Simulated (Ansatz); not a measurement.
**Worked example: correlation energy of [BH2···H···BH2], doublet**

Geometry: a point of a hydrogen-transfer path between rigid fragments, not a stationary point.

```yaml
atoms:
  - { symbol: B, position_ang: [-1.3285, 0.0000, 0.0000] }
  - { symbol: H, position_ang: [-1.9253, 1.0336, 0.0000] }
  - { symbol: H, position_ang: [-1.9253, -1.0336, 0.0000] }
  - { symbol: H, position_ang: [-0.2185, 0.0000, 0.0000] }
  - { symbol: B, position_ang: [1.3595, 0.0000, 0.0000] }
  - { symbol: H, position_ang: [1.8685, 0.0000, 1.0770] }
  - { symbol: H, position_ang: [1.8685, 0.0000, -1.0770] }
```

Basis cc-pVDZ; Ansatz 0.2.0. Only valence electrons are correlated (noble-gas cores frozen), which leaves 11 electrons in 51 orbitals. Prefix R: restricted or restricted open-shell reference; prefix U: unrestricted.

Full CI isn't at hand for all of this; UCCSDT(Q) serves as the reference, and is uncertain by about the last step of the cluster series.

Runs differ by some tens of microhartree through their thresholds and, for an open shell, their frozen cores, so steps under 0.03 kcal/mol mean nothing.

```json
{"level": "UHF", "total energy (hartree)": "-52.101720"}
{"level": "UMP2", "total energy (hartree)": "-52.272647"}
{"level": "UCCSD", "total energy (hartree)": "-52.316625"}
{"level": "UCCSD(T)", "total energy (hartree)": "-52.320571"}
{"level": "UCCSDT", "total energy (hartree)": "-52.321468"}
{"level": "UCCSDT(Q)", "total energy (hartree)": "-52.321584"}
```

**Question.** What is the correlation energy at UCCSDT(Q), and what share of it do UMP2 and UCCSDT recover?

**Answer.** E(corr) = -52.321584 − (-52.101720) = -0.219864 hartree = -5.983 eV. UMP2: -0.170927 / -0.219864 = 77.74 %. UCCSDT: -0.219748 / -0.219864 = 99.95 %.

**Question.** By how many kcal/mol does UCCSD(T) miss UCCSDT(Q) (1 hartree = 627.509 kcal/mol), and which steps make up the rest?

**Answer.** -52.320571 − (-52.321584) = 0.001013 hartree = 0.64 kcal/mol. Steps: UCCSDT − UCCSD(T) = -0.56, UCCSDT(Q) − UCCSDT = -0.07 kcal/mol. That is within 1 kcal/mol of the reference in this basis, which itself misses far more of the correlation at the basis-set limit.
